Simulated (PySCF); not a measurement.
# P: ionisation energy

P [Ne] 3s2 3p3 (4S) → P⁺ [Ne] 3s2 3p2 (3P), as a difference of total energies. Calculation: PySCF 2.14, in aug-cc-pV(T+d)Z; no relativity, point nucleus. Correlated levels: valence: [Ne] frozen. The calculations carry no spin-orbit coupling.

```csv
method,ionisation energy (eV)
UHF,9.911
MP2 (valence),10.497
SCS-MP2 (valence),10.319
CCSD (valence),10.430
CCSD(T) (valence),10.476
```

Question: How much does correlation contribute at CCSD(T) (valence)?

Answer: 10.476 − (9.911) = 0.565 eV, measured against UHF.

Errors of the correlated levels include the incompleteness of this basis and the frozen core.

For comparison: 10.526 eV (measured; NIST levels, between the centres of gravity of the two terms).
